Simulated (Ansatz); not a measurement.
# BH3Cl (doublet): from Hartree-Fock to the top rungs at distance B1–H4 along a hydrogen transfer = 1.460 Å, cc-pVDZ

The task here is to estimate one member of a computed series from the others.

Computed with Ansatz 0.2.0, Gaussian basis. Level: cc-pVDZ, core rule «outside noble gas», up to 6 orbitals frozen.

The runs, in order: UHF; CCSD(T) on ROHF; CCSD(T) on UHF; BCCD(T) on ROHF; CISD; CCSDT(Q) on ROHF; CCSDT(Q) on UHF; CASSCF and MRCISD+Q, 3 electrons in 3 orbitals; CASSCF and NEVPT2, 3 electrons in 3 orbitals.

19 further runs of the same task are left out: 9 for a known fault of the program, 1 for a mislabelled method, 5 that didn't finish, 4 set aside as unsound or not needed.

### The geometry

The geometry derives from fragments relaxed apart (PBE0/def2-TZVP) and kept rigid, so it is no stationary point. A hydrogen atom is moved between rigid fragments.

5 atoms, charge 0, spin multiplicity 2.

Atoms are counted from 1 here; the program's logs count them from 0.

Bond lengths: B1–H2 1.193 Å, B1–H3 1.193 Å, H4–Cl5 1.394 Å. Angles: H2–B1–H3 120.0°.

The first run:

Input file in.yaml:

```yaml
crystal:
  periodic: [false, false, false]
  atoms:
    - {symbol: B, position_ang: [-2.058349, 0.000000, 0.000000]}
    - {symbol: H, position_ang: [-2.655082, 1.033571, 0.000000]}
    - {symbol: H, position_ang: [-2.655082, -1.033571, 0.000000]}
    - {symbol: H, position_ang: [-0.598349, 0.000000, 0.000000]}
    - {symbol: Cl, position_ang: [0.795651, 0.000000, 0.000000]}
basis:
  gaussian: {orbitals: cc-pVDZ}
magnetization: {spin_polarized: true, initial_magnetization: 1}
hamiltonian: {xc: hf}
output: {orbitals: {seedname: orbitals}}
```

Command:

```console
> ansatz run in.yaml --threads 1 --pin off --events-out ev --progress --plain --max-ram 2393MiB
```

Steps of the session up to this table: UHF; CCSD(T) on ROHF; CCSD(T) on UHF; BCCD(T) on ROHF; CISD; CCSDT(Q) on ROHF; CCSDT(Q) on UHF; CASSCF and MRCISD+Q, 3 electrons in 3 orbitals; CASSCF and NEVPT2, 3 electrons in 3 orbitals.

One of the session's tables, all rows but one given; the rest of the session is left out.

```
       method  from UCCSDT(Q) (meV)
         ROHF               +7400.6
          UHF               +7224.8
         RMP2               +1105.0
         UMP2               +1145.5
         CISD                +732.3
        RCCSD                +167.7
        UCCSD                +162.1
     RCCSD(T)                 +30.5
     UCCSD(T)                 +31.1
      BCCD(T)                 +30.9
       RCCSDT                 +10.6
       UCCSDT                 +10.1
    RCCSDT(Q)                  +0.4
    UCCSDT(Q)                     0
  CASSCF pair               +6889.6
  NEVPT2 pair               +1110.1
  MRCISD pair                     ?
MRCISD+Q pair                 +47.4
```

Q: Estimate the row for MRCISD pair from the others.

**Answer.** from UCCSDT(Q) (meV): +645.1. In the column «from UCCSDT(Q) (meV)» it lies between RCCSD (+167.7) and CISD (+732.3).

Among the levels timed on like hardware and quicker than the yardstick, those that no quicker one beats, quickest first: NEVPT2 pair (0.72 s, +1110.1 meV); MRCISD+Q pair (0.96 s, +47.4 meV); UCCSD(T) (2.7 s, +31.1 meV); RCCSD(T) (2.7 s, +30.5 meV).

Limits of these values: Of the multireference levels listed MRCISD+Q pair comes nearest in total energy (+47.4 meV), which doesn't show that its space is the better one. Restricted and unrestricted rows rest on different reference determinants; where their highest levels disagree by more than a few hundredths of an eV, they describe different states and don't form one ladder.
